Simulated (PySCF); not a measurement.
Rock-salt NaF, treated with G0W0@PBE0 (PySCF, GTH pseudopotentials, Gaussian basis, analytic continuation).

The same calculation (at the measured cell, 12.430 Å³/atom) with different numerical settings; throughout: k mesh 2×2×2:

```
run  basis  gap over the k-points evaluated (eV)
---  -----  ------------------------------------
1       DZ                                11.859
2       TZ                                11.633
3       QZ                            (withheld)
```

Task: Some entries are withheld; supply them.

Result: 
- 3, gap over the k-points evaluated (eV): 11.609

In the column gap over the k-points evaluated (eV) the first row differs from the last by +0.250 and the next to last by +0.024.

The last row is no converged limit: other settings stay fixed.
